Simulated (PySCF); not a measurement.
## How the method moves the HOMO and LUMO of `SC1CCCC1`

Species: C5H10S.
Geometry (PBE0-D3(BJ)/def2-SVP, Å), atoms numbered from 1 in this order:
```xyz
16
C5H10S angstrom
S      2.2636    0.7494   -0.4583
C      1.0990   -0.4406    0.3043
C      0.1278    0.2078    1.2906
C     -1.0012    0.7653    0.4095
C     -0.9822   -0.0834   -0.8859
C      0.1561   -1.0992   -0.7025
H      1.3337    1.5628   -1.0035
H      1.7710   -1.1650    0.7889
H     -0.2658   -0.5805    1.9547
H      0.6082    0.9657    1.9252
H     -1.9723    0.7230    0.9241
H     -0.8227    1.8275    0.1809
H     -1.9433   -0.5841   -1.0730
H     -0.7929    0.5525   -1.7646
H      0.6586   -1.3742   -1.6405
H     -0.2354   -2.0268   -0.2510
```

Basis pcSseg-1 throughout (PySCF), one geometry. Isolated species at its PBE0-D3(BJ)/def2-SVP geometry (one conformer only).

Task: How do the orbital energies, the gap and the dipole change with the method?

Result: 
| method | kind | HOMO (eV) | LUMO (eV) | gap (eV) | μ (D) | SCF cycles |
| --- | --- | --- | --- | --- | --- | --- |
| BLYP | GGA | -5.27 | -0.20 | 5.07 | 1.76 | 14 |
| B97-D | GGA | -5.41 | -0.18 | 5.24 | 1.84 | 14 |
| OPBE | GGA | -5.41 | -0.08 | 5.33 | 1.92 | 14 |
| PBE | GGA | -5.44 | -0.30 | 5.14 | 1.85 | 13 |
| KT3 | GGA | -5.52 | -0.33 | 5.19 | 1.79 | 14 |
| KT2 | GGA | -5.53 | -0.40 | 5.13 | 1.84 | 14 |
| BP86 | GGA | -5.54 | -0.33 | 5.21 | 1.88 | 14 |
| LDA | LDA | -5.55 | -0.52 | 5.03 | 1.92 | 14 |
| B3LYP | global hybrid | -6.44 | 0.36 | 6.80 | 1.84 | 12 |
| PBE0 | global hybrid | -6.69 | 0.62 | 7.31 | 1.93 | 12 |
| mPW1PW91 | global hybrid | -6.72 | 0.63 | 7.35 | 1.93 | 12 |
| HF | Hartree–Fock | -9.56 | 3.81 | 13.37 | 2.02 | 10 |

The HOMO spans 4.29 eV, from BLYP down to HF, and the gap runs from 5.03 eV (LDA) to 13.37 eV (HF). Over the methods BLYP (0 %), B97-D (0 %), OPBE (0 %), PBE (0 %), KT3 (0 %), KT2 (0 %), BP86 (0 %), LDA (0 %), B3LYP (20 %), PBE0 (25 %), mPW1PW91 (25 %), HF (100 %), a straight line through the gap against the share of exact exchange rises by 0.82 eV for each 10 % (correlation coefficient 0.999). The dipole ranges from 1.76 D (BLYP) to 2.02 D (HF). This basis has no diffuse functions.

The vertical ΔSCF ionisation energy at CAM-B3LYP/def2-SVPD is 9.01 eV; −ε(HOMO) comes closest to it with HF (9.56 eV).
